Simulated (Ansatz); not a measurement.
# AlN (triplet): B3LYP, wB97M-V over a scan of the distance Al1–N2, cc-pVDZ

Aim: run AlN (triplet) with these functionals over a scan of the distance Al1–N2, and hold them against the top wave-function level at the same points.

Program: Ansatz 0.2.0, Gaussian basis. Level of theory: cc-pVDZ, all electrons in the functionals. These are calculated values, not measurements.

The runs, in order: B3LYP, wB97M-V, at 1.406 Å; 1.584 Å; 1.789 Å; 1.963 Å; 2.230 Å; 2.431 Å; 2.917 Å; 3.357 Å; 3.848 Å; 4.930 Å; 5.965 Å.

1 further run of the same task is left out (for a known fault of the program).

## Step 1: What is computed

The geometry derives from a PBE0/def2-TZVP stationary point (not a proven minimum). One bond is set to the value named and the two fragments are kept rigid.

2 atoms, charge 0, spin multiplicity 3.

Atoms are counted from 1 here; the program's logs count them from 0.

Bond lengths: Al1–N2 1.789 Å.

No dispersion term is added; wB97M-V holds VV10 nonlocal correlation. B3LYP takes the VWN-RPA correlation.

The geometry shown and the zero of energy belong to the point 1.789 Å. The yardstick, FCI, and other wave-function levels (R restricted, U unrestricted, valence and pair active spaces) come from earlier runs.

## Step 2: B3LYP, 1.406 Å

in.yaml reads:

```yaml
crystal:
  periodic: [false, false, false]
  atoms:
    - {symbol: Al, position_ang: [0.000000, 0.000000, 0.000000]}
    - {symbol: N, position_ang: [0.000000, 0.000000, 1.406000]}
basis:
  gaussian: {orbitals: cc-pVDZ}
magnetization: {spin_polarized: true, initial_magnetization: 2}
hamiltonian: {xc: {name: B3LYP}}
```

Started as:

```bash
$ ansatz run in.yaml --threads 1 --pin off --events-out ev --progress --plain --max-ram 8192MiB --backend cpu
```

After this run come: B3LYP, 1.584 Å; B3LYP, 1.789 Å; B3LYP, 1.963 Å; B3LYP, 2.230 Å; B3LYP, 2.431 Å; B3LYP, 2.917 Å; B3LYP, 3.357 Å; B3LYP, 3.848 Å; B3LYP, 4.930 Å; B3LYP, 5.965 Å; wB97M-V, 1.406 Å; wB97M-V, 1.584 Å; wB97M-V, 1.789 Å; wB97M-V, 1.963 Å; wB97M-V, 2.230 Å; wB97M-V, 2.431 Å; wB97M-V, 2.917 Å; wB97M-V, 3.357 Å; wB97M-V, 3.848 Å; wB97M-V, 4.930 Å; wB97M-V, 5.965 Å.

Before running them: what should the planned runs give, taken together? Wanted: span of the FCI curve; largest miss, B3LYP; largest miss, wB97M-V.

**Answer**, as computed:

```
             quantity                value
span of the FCI curve             3.683 eV
  largest miss, B3LYP  +0.748 eV (5.965 Å)
largest miss, wB97M-V  +0.691 eV (5.965 Å)
```

What this shows: Of the functionals, wB97M-V keep the smallest largest miss at the points compared (at most 0.691 eV) and B3LYP strays most (0.748 eV, at 5.965 Å). B3LYP, wB97M-V clearly break the spin symmetry at some points (⟨S²⟩ up to 1.00 above the pure value), so energy there is bought with a mixed spin. Functionals and the yardstick converge differently with the basis, so part of each miss in cc-pVDZ is the basis.
